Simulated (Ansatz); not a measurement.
**Isomers**

Structures of CH3NSi, singlet, relaxed at PBE0-D4/def2-TZVP (vibrations not checked; lower isomers may exist, and structures with a doubtful reference or unclear bonds are left out). Computed with Ansatz 0.2.0 (basis: def2-TZVPP); correlated methods freeze the cores. B3LYP uses VWN-RPA correlation.

(1) Rank them by CCSD(T) energy, lowest first, and give each one's height above the lowest. Links in brackets join atoms within 1.22 times the sum of their covalent radii (1.1 for two metals). (Judge from chemistry; the value comes from the calculation.)
A.
CH₃NSi ([CH3][N][Si])
```
6
angstrom
C -0.2863 0.3651 -0.2526
Si 1.3172 -1.6798 1.1620
N 0.4769 -0.6082 0.4206
H 0.2816 1.2920 -0.3911
H -1.1955 0.6156 0.3054
H -0.5938 0.0154 -1.2444
```
B.
CH₃NSi ([CH]1[N][SiH2]1)
```
6
angstrom
C -0.5767 -0.3217 -0.2607
Si 0.8464 0.4685 -0.9786
N 0.0150 0.3911 0.6131
H -1.4732 -0.9348 -0.1597
H 2.1389 -0.2303 -1.1135
H 0.7335 1.7198 -1.7526
```
C.
CH₃NSi ([CH]1[NH][SiH]1)
```
6
angstrom
C -0.5779 -0.3740 -0.2083
Si 0.3997 1.0505 -1.0155
N -0.1257 0.3192 0.7505
H -1.1653 -1.2889 -0.1184
H 1.6623 0.1859 -1.1495
H -0.1931 0.1072 1.7411
```
D.
CH₃NSi ([CH][N][SiH2])
```
6
angstrom
C -1.2195 -0.7933 -0.3790
Si 1.5297 0.2815 0.1946
N -0.2298 -0.2686 -0.1271
H -2.1200 -1.3133 -0.6218
H 1.2787 1.5457 -0.6026
H 1.1079 0.8373 1.5398
```

(2) Do PBE-D4, r2SCAN-D4, PBE0-D4, B3LYP-D4, wB97M-V, HF, MP2 give the same order? (Judge from chemistry; the calculation decides.)

T1 diagnostic: at most 0.020.

For scale, one of the runs: CCSD(T)/def2-TZVPP, 146 basis functions, launched by `ansatz run in.yaml --threads 2 --pin off --events-out ev --progress --plain --max-ram 4352MiB`. Time: 10 s of wall clock on 2 CPU threads of an Arm Neoverse V1; the host was shared. Peak host memory: 0.85 GiB.

Results:

(1) By the calculation: A (0.00 kcal/mol), B (29.03 kcal/mol), D (42.24 kcal/mol), C (44.45 kcal/mol). Heights count from the lowest.

(2) By the calculation: Lowest first: PBE0-D4 A < B < C < D; wB97M-V A < B < C < D. The others agree with CCSD(T).
